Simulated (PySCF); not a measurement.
Saddle point of CH₈OSi, singlet (SiH₄O ([OH][SiH3]) + CH₄ → CH₆OSi ([CH3][SiH2][OH]) + H₂; bonds formed: Si1–C7, H2–H6; bonds broken: Si1–H2, H6–C7), PBE0-D4/def2-TZVP structure:

| atom | x (Å) | y (Å) | z (Å) |
| --- | --- | --- | --- |
| Si1 | -0.3558 | 0.5226 | 0.4868 |
| H2 | 0.0171 | -0.8250 | 1.4176 |
| H3 | -0.2653 | 1.5508 | -0.6158 |
| H4 | -1.8008 | 0.2582 | 0.6755 |
| O5 | 0.5644 | 1.3210 | 1.6068 |
| H6 | 0.1468 | -1.0074 | 0.3357 |
| C7 | 0.1716 | -0.8965 | -1.0510 |
| H8 | 0.8098 | 2.2012 | 1.3050 |
| H9 | 1.0816 | -0.4522 | -1.4533 |
| H10 | -0.6783 | -0.6875 | -1.7003 |
| H11 | 0.3091 | -1.9851 | -1.0071 |

Energies are electronic, without zero-point energy. Barriers and step energies count from the start structure reached by relaxing down the imaginary mode; all methods use the PBE0-D4 structures, on which another method's saddle can fall below an end. Computed with PySCF 2.14 with density fitting (its default auxiliary sets; JK sets also for MP2 and CCSD(T)) (basis: def2-TZVPP, with def2-QZVPP for the basis limit); correlated methods freeze the cores. B3LYP uses VWN-RPA correlation. Extrapolation: Hartree–Fock as exp(−7.88 √X), correlation as X^−2.97.

```json
{"method": "SPW92", "barrier (kcal/mol)": "?", "step energy (kcal/mol)": "3.12"}
{"method": "PBE-D4", "barrier (kcal/mol)": "?", "step energy (kcal/mol)": "3.78"}
{"method": "r2SCAN-D4", "barrier (kcal/mol)": "66.00", "step energy (kcal/mol)": "3.92"}
{"method": "PBE0-D4", "barrier (kcal/mol)": "66.89", "step energy (kcal/mol)": "4.43"}
{"method": "B3LYP-D4", "barrier (kcal/mol)": "72.59", "step energy (kcal/mol)": "5.19"}
{"method": "BHLYP-D4", "barrier (kcal/mol)": "78.23", "step energy (kcal/mol)": "6.12"}
{"method": "wB97M-V", "barrier (kcal/mol)": "71.53", "step energy (kcal/mol)": "4.29"}
{"method": "HF", "barrier (kcal/mol)": "?", "step energy (kcal/mol)": "9.27"}
{"method": "MP2", "barrier (kcal/mol)": "72.63", "step energy (kcal/mol)": "4.08"}
{"method": "CCSD", "barrier (kcal/mol)": "77.02", "step energy (kcal/mol)": "6.00"}
{"method": "CCSD(T)", "barrier (kcal/mol)": "74.02", "step energy (kcal/mol)": "5.22"}
```

Problem. Fill in the withheld barriers. (Judge from chemistry; the value comes from the calculation.)

Solution. Computed: SPW92 53.15; HF 93.87; PBE-D4 62.31 kcal/mol. Each is the energy of the saddle less that of the start structure, by the same method.

For comparison, the barrier by CCSD(T) at an estimated basis limit (MP2 extrapolated from triple and quadruple zeta, plus CCSD(T) − MP2 in triple zeta) is 72.58 kcal/mol.

T1 diagnostic: at most 0.012.

Labels in which every atom is bracketed show which atoms are joined, not bond orders.

For scale, one of the runs: CCSD(T)/def2-TZVPP, 216 basis functions, launched by `OMP_NUM_THREADS=4 python run.py`. Time: 2.2 min of wall clock on 4 CPU threads of an AMD EPYC 9R45; the host was shared. Peak host memory: 3 GiB.
